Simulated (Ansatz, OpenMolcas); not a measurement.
How methods differ on CHClF2 (difluorochloromethane)

CHClF2: 5 atoms, total charge 0, spin state singlet. As SMILES, `FC(F)Cl`. The shape is that of a PBE0-D4/def2-TZVP optimisation.

| atom | x (Å) | y (Å) | z (Å) |
| --- | --- | --- | --- |
| F | 0.0389 | -0.5681 | 1.2223 |
| C | 0.1094 | 0.0236 | 0.0283 |
| F | 0.8442 | -0.7459 | -0.7769 |
| Cl | -1.5110 | 0.2089 | -0.6408 |
| H | 0.5686 | 1.0078 | 0.1258 |

Quantity: the vertical energy of the triplet above the singlet, in eV. The values are calculated.

| level | kind | program | value (eV) | less CCSD(T)/6-311+G** | CPU time (all runs) |
| --- | --- | --- | --- | --- | --- |
| HF/6-311+G** | Hartree–Fock | OpenMolcas | 7.06 | -0.47 | 61 s |
| SVWN5/6-311+G** | LDA | OpenMolcas | 7.32 | -0.21 | 2.4 min |
| TPSS/6-311+G** | meta-GGA | OpenMolcas | 7.28 | -0.25 | 5.6 min |
| r2SCAN0/6-311+G** | hybrid meta-GGA | Ansatz | 7.31 | -0.22 | 87 s |
| CAM-B3LYP/6-311+G** | range-separated hybrid | Ansatz | 7.38 | -0.15 | 39 s |
| B2PLYP/6-311+G** | double hybrid | Ansatz | 7.45 | -0.08 | 53 s |
| PBE-QIDH/6-311+G** | double hybrid | Ansatz | 7.50 | -0.03 | 43 s |
| RPA@PBE0/6-311+G** | RPA | Ansatz | 7.44 | -0.09 | 64 s |
| CCSD(T)/6-311+G** | coupled cluster or CI | Ansatz | 7.53 | 0.00 | 4.4 min |

CCSD(T)/6-311+G** is the highest level here, not the true value. The values span 7.06 to 7.53 eV. CPU times are rough (shared hosts, several kinds of processor): they show what a rung costs within a factor of a few.
